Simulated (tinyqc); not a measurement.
Inside a calculation. Method: coupled-perturbed Hartree-Fock on RHF in the sto-3g basis, for LiH, spin multiplicity 1. Computed by tinyqc, a small Python program that keeps every step (integrals from PySCF). Settings: charge = 0, multiplicity = 1, basis = sto-3g, method = RHF, energy threshold = 1e-10, iteration cap = 87, orthogonalisation = symmetric, start = core, DIIS depth = 6. Command: `OMP_NUM_THREADS=1 python tinyqc.py 23353 23354 out.jsonl` (the two numbers bound the seeds that draw the settings). One thread of a shared host (Intel(R) Xeon(R) Processor @ 2.60GHz), about 0.2 s of CPU time with the checks. The early iterations of the SCF are left out here.

## One-electron integrals

Geometry (angstrom):
```
atom         x         y         z
Li    0.000000  0.000000  0.000000
H     0.000000  0.000000  1.776000
```

Basis sto-3g: exponents (1/bohr^2) and contraction coefficients of normalised primitives:
```
element  l (shell)   exponent  coefficient
Li           s (1)  16.119575     0.154329
Li           s (1)   2.936201     0.535328
Li           s (1)   0.794651     0.444635
Li           s (2)   0.636290    -0.099967
Li           s (2)   0.147860     0.399513
Li           s (2)   0.048089     0.700115
Li           p (3)   0.636290     0.155916
Li           p (3)   0.147860     0.607684
Li           p (3)   0.048089     0.391957
H            s (1)   3.425251     0.154329
H            s (1)   0.623914     0.535328
H            s (1)   0.168855     0.444635
```

Overlap, kinetic and nuclear-attraction integrals over the contracted functions; the nuclear repulsion is the sum of Za Zb / Rab.

nuclear repulsion = 0.89388042 hartree

overlap S, lower triangle:
```
           1Li 1s    1Li 2s   1Li 2px   1Li 2py   1Li 2pz     2H 1s
1Li 1s   1.000000
1Li 2s   0.241137  1.000000
1Li 2px  0.000000  0.000000  1.000000
1Li 2py  0.000000  0.000000  0.000000  1.000000
1Li 2pz  0.000000  0.000000  0.000000  0.000000  1.000000
2H 1s    0.045523  0.351701  0.000000  0.000000  0.476066  1.000000
```

kinetic energy T (hartree), lower triangle:
```
            1Li 1s    1Li 2s   1Li 2px   1Li 2py   1Li 2pz     2H 1s
1Li 1s    3.576786
1Li 2s   -0.020237  0.102163
1Li 2px   0.000000  0.000000  0.319682
1Li 2py   0.000000  0.000000  0.000000  0.319682
1Li 2pz   0.000000  0.000000  0.000000  0.000000  0.319682
2H 1s    -0.012556  0.031083  0.000000  0.000000  0.102332  0.760032
```

nuclear attraction V (hartree), lower triangle:
```
            1Li 1s     1Li 2s    1Li 2px    1Li 2py    1Li 2pz      2H 1s
1Li 1s   -8.280842
1Li 2s   -1.036192  -1.479075
1Li 2px   0.000000   0.000000  -1.439660
1Li 2py   0.000000   0.000000   0.000000  -1.439660
1Li 2pz  -0.013071  -0.112077   0.000000   0.000000  -1.528977
2H 1s    -0.192694  -0.620609   0.000000   0.000000  -0.850100  -2.119460
```

core Hamiltonian H = T + V (hartree), lower triangle:
```
            1Li 1s     1Li 2s    1Li 2px    1Li 2py    1Li 2pz      2H 1s
1Li 1s   -4.704055
1Li 2s   -1.056429  -1.376912
1Li 2px   0.000000   0.000000  -1.119978
1Li 2py   0.000000   0.000000   0.000000  -1.119978
1Li 2pz  -0.013071  -0.112077   0.000000   0.000000  -1.209296
2H 1s    -0.205251  -0.589526   0.000000   0.000000  -0.747768  -1.359428
```

## Two-electron integrals

Functions are numbered as in S; the eight-fold symmetry (ij|kl) = (ji|kl) = (kl|ij) leaves the list below.

Two-electron integrals (ij|kl) in chemists' order, unique and non-zero (hartree):
```
(11|11) 1.680395   (21|11) 0.265420   (21|21) 0.049941   (22|11) 0.397727
(22|21) 0.092860   (22|22) 0.290562   (31|31) 0.008981   (32|31) 0.013788
(32|32) 0.064184   (33|11) 0.396640   (33|21) 0.092880   (33|22) 0.290497
(33|33) 0.312946   (41|41) 0.008981   (42|41) 0.013788   (42|42) 0.064184
(43|43) 0.016869   (44|11) 0.396640   (44|21) 0.092880   (44|22) 0.290497
(44|33) 0.279207   (44|44) 0.312946   (51|51) 0.008981   (52|51) 0.013788
(52|52) 0.064184   (53|53) 0.016869   (54|54) 0.016869   (55|11) 0.396640
(55|21) 0.092880   (55|22) 0.290497   (55|33) 0.279207   (55|44) 0.279207
(55|55) 0.312946   (61|11) 0.048476   (61|21) 0.009176   (61|22) 0.017411
(61|33) 0.017209   (61|44) 0.017209   (61|51) 0.001098   (61|52) 0.002141
(61|55) 0.017824   (61|61) 0.001846   (62|11) 0.124703   (62|21) 0.029518
(62|22) 0.099023   (62|33) 0.093756   (62|44) 0.093756   (62|51) 0.004754
(62|52) 0.029908   (62|55) 0.109460   (62|61) 0.006499   (62|62) 0.057781
(63|31) 0.002245   (63|32) 0.010752   (63|53) 0.004487   (63|63) 0.003901
(64|41) 0.002245   (64|42) 0.010752   (64|54) 0.004487   (64|64) 0.003901
(65|11) 0.157773   (65|21) 0.037706   (65|22) 0.131046   (65|33) 0.122108
(65|44) 0.122108   (65|51) 0.007355   (65|52) 0.045870   (65|55) 0.148775
(65|61) 0.008599   (65|62) 0.083391   (65|65) 0.121804   (66|11) 0.297442
(66|21) 0.071556   (66|22) 0.264558   (66|33) 0.241344   (66|44) 0.241344
(66|51) 0.012683   (66|52) 0.099526   (66|55) 0.310768   (66|61) 0.016324
(66|62) 0.194852   (66|65) 0.291456   (66|66) 0.774606
```

## Orthogonalisation

S = U s U^T; symmetric (Loewdin) form X = U s^(-1/2) U^T, so that X^T S X = 1.

eigenvalues of S: 0.398982  0.800800  1.000000  1.000000  1.176472  1.623746

X, lower triangle:
```
            1Li 1s     1Li 2s   1Li 2px   1Li 2py    1Li 2pz     2H 1s
1Li 1s    1.023311
1Li 2s   -0.130386   1.088409
1Li 2px   0.000000   0.000000  1.000000
1Li 2py   0.000000   0.000000  0.000000  1.000000
1Li 2pz  -0.006909   0.087223  0.000000  0.000000   1.115927
2H 1s     0.014432  -0.233334  0.000000  0.000000  -0.311107  1.179704
```

## Iteration 7 (converged): orbitals

converged F (hartree), lower triangle:
```
            1Li 1s     1Li 2s   1Li 2px   1Li 2py    1Li 2pz      2H 1s
1Li 1s   -2.351143
1Li 2s   -0.640461  -0.220552
1Li 2px   0.000000   0.000000  0.163607
1Li 2py   0.000000   0.000000  0.000000  0.163607
1Li 2pz   0.014592  -0.090775  0.000000  0.000000   0.018511
2H 1s    -0.124830  -0.243118  0.000000  0.000000  -0.222915  -0.120344
```

Diagonalise F' = X^T F X, C = X C', fill 2 alpha and 2 beta electrons from the bottom; D = 2 C_occ C_occ^T. Each column has its largest component positive (the first on a tie).

F' = X^T F X (hartree), lower triangle:
```
           1          2         3         4          5         6
1  -2.297998
2  -0.357610  -0.018478
3   0.000000   0.000000  0.163607
4   0.000000   0.000000  0.000000  0.163607
5   0.017229   0.015131  0.000000  0.000000   0.159927
6  -0.007475  -0.248187  0.000000  0.000000  -0.289130  0.106034
```

orbital energies (hartree): MO1 -2.353693, MO2 -0.269889, MO3 0.076338, MO4 0.163607, MO5 0.163607, MO6 0.496727

coefficients C:
```
               MO1        MO2        MO3       MO4        MO5        MO6
1Li 1s    0.991362  -0.157922  -0.212052  0.000000   0.000000   0.108246
1Li 2s    0.033309   0.470022   0.798136  0.000000   0.000000  -0.636110
1Li 2px   0.000000   0.000000   0.000000  0.430869   0.902414   0.000000
1Li 2py   0.000000   0.000000   0.000000  0.902414  -0.430869   0.000000
1Li 2pz  -0.005300   0.339780  -0.607980  0.000000   0.000000  -0.929848
2H 1s     0.001260   0.561491  -0.155779  0.000000   0.000000   1.097088
```

D after iteration 7, lower triangle:
```
            1Li 1s    1Li 2s   1Li 2px   1Li 2py   1Li 2pz     2H 1s
1Li 1s    2.015477
1Li 2s   -0.082412  0.444060
1Li 2px   0.000000  0.000000  0.000000
1Li 2py   0.000000  0.000000  0.000000  0.000000
1Li 2pz  -0.117827  0.319055  0.000000  0.000000  0.230957
2H 1s    -0.174846  0.527910  0.000000  0.000000  0.381553  0.630547
```

Within a degenerate level the vectors are fixed only up to a rotation; this is one choice.

## Convergence

Stop when the energy changes by less than 1e-10 hartree and every element of the error matrix X^T (F D S - S D F) X is below 3e-06.

Course of the cycle:
```
iteration  E (hartree)     change  largest element of the error matrix
1          -7.83550590          -                             1.88e-01
2          -7.85094025  -1.54e-02                             2.37e-02
3          -7.85174045  -8.00e-04                             5.26e-03
4          -7.85190713  -1.67e-04                             8.61e-04
5          -7.85191225  -5.12e-06                             3.23e-05
6          -7.85191225  -2.46e-09                             2.73e-06
7          -7.85191225  -1.56e-11                             1.70e-07
```

PySCF RHF in the same basis = -7.85191225 hartree

Converged in 7 iterations.

## Integrals over molecular orbitals

(pq|rs) = sum C_ip C_jq C_kr C_ls (ij|kl), one index at a time.

one-electron integrals over orbitals h = C^T H C (hartree), lower triangle:
```
           1          2          3          4          5          6
1  -4.694848
2   0.100335  -1.427363
3   0.165004   0.027636  -1.114253
4   0.000000   0.000000   0.000000  -1.119978
5   0.000000   0.000000   0.000000   0.000000  -1.119978
6  -0.045028  -0.011000   0.027103   0.000000   0.000000  -0.978813
```

Two-electron integrals over orbitals (pq|rs), unique and non-zero (hartree):
```
(11|11) 1.658919    (21|11) -0.105093   (21|21) 0.011707    (22|11) 0.346971
(22|21) 0.004758    (22|22) 0.475238    (31|11) -0.139871   (31|21) 0.010819
(31|22) -0.014046   (31|31) 0.021849    (32|11) 0.017460    (32|21) -0.002958
(32|22) -0.051738   (32|31) 0.000066    (32|32) 0.015103    (33|11) 0.394682
(33|21) -0.010125   (33|22) 0.219089    (33|31) 0.001528    (33|32) 0.009809
(33|33) 0.335632    (41|41) 0.009816    (42|41) 0.007369    (42|42) 0.022523
(43|41) 0.010292    (43|42) 0.019490    (43|43) 0.041278    (44|11) 0.396331
(44|21) -0.004018   (44|22) 0.261631    (44|31) -0.005019   (44|32) 0.007885
(44|33) 0.281465    (44|44) 0.312946    (51|51) 0.009816    (52|51) 0.007369
(52|52) 0.022523    (53|51) 0.010292    (53|52) 0.019490    (53|53) 0.041278
(54|54) 0.016869    (55|11) 0.396331    (55|21) -0.004018   (55|22) 0.261631
(55|31) -0.005019   (55|32) 0.007885    (55|33) 0.281465    (55|44) 0.279207
(55|55) 0.312946    (61|11) 0.063343    (61|21) -0.009441   (61|22) -0.007528
(61|31) -0.003610   (61|32) 0.002215    (61|33) 0.011327    (61|44) 0.001098
(61|55) 0.001098    (61|61) 0.010056    (62|11) -0.058618   (62|21) 0.003258
(62|22) 0.118795    (62|31) 0.002228    (62|32) -0.037034   (62|33) -0.016102
(62|44) -0.024435   (62|55) -0.024435   (62|61) 0.000120    (62|62) 0.126082
(63|11) 0.018782    (63|21) -0.002943   (63|22) -0.052656   (63|31) 0.004226
(63|32) 0.011440    (63|33) 0.036004    (63|44) 0.003892    (63|55) 0.003892
(63|61) 0.004354    (63|62) -0.033825   (63|63) 0.027187    (64|41) -0.006158
(64|42) -0.019403   (64|43) -0.013295   (64|64) 0.019830    (65|51) -0.006158
(65|52) -0.019403   (65|53) -0.013295   (65|65) 0.019830    (66|11) 0.360207
(66|21) 0.002053    (66|22) 0.445632    (66|31) -0.011265   (66|32) -0.045409
(66|33) 0.240227    (66|44) 0.265389    (66|55) 0.265389    (66|61) -0.004145
(66|62) 0.122511    (66|63) -0.044900   (66|66) 0.445438
```

## Response to a field: uncoupled start

dipole integrals <a|z|i> (bohr):
```
           i1         i2
a3  -0.141125  -0.532646
a4   0.000000   0.000000
a5   0.000000   0.000000
a6  -0.130014   0.847956
```

Field along z; U_ai = -mu_ai / (e_a - e_i), alpha = -4 sum U_ai mu_ai.

uncoupled U:
```
          i1         i2
a3  0.058076   1.538427
a4  0.000000   0.000000
a5  0.000000   0.000000
a6  0.045612  -1.106102
```

uncoupled polarisability = 7.085956 bohr^3

## Coupled step 1

U_ai = -(mu_ai + sum_bj [4 (ai|bj) - (ab|ij) - (aj|bi)] U_bj) / (e_a - e_i); alpha = -4 sum U_ai mu_ai.

U after step 1:
```
          i1         i2
a3  0.064351   2.120884
a4  0.000000   0.000000
a5  0.000000   0.000000
a6  0.045674  -1.086669
```

polarisability = 8.264588 bohr^3

## Coupled step 2

As before.

U after step 2:
```
          i1         i2
a3  0.062650   2.416325
a4  0.000000   0.000000
a5  0.000000   0.000000
a6  0.043801  -1.040633
```

polarisability = 8.735967 bohr^3

## Coupled polarisability

Repeat until U stops changing; compare with -d2E/dF2.

Course of the coupled iterations:
```
step  alpha (bohr^3)
0           7.085956
1           8.264588
2           8.735967
3           8.976922
4           9.104371
5           9.172073
6           9.208058
7           9.227187
8           9.237356
9           9.242762
10          9.245635
11          9.247163
...              ...
19          9.248885
20          9.248890
21          9.248893
22          9.248895
23          9.248895
24          9.248896
25          9.248896
26          9.248896
27          9.248896
28          9.248896
29          9.248896
30          9.248896
```

coupled polarisability = 9.248896 bohr^3

finite-field check, fields of +/-0.001 au = 9.250757 bohr^3
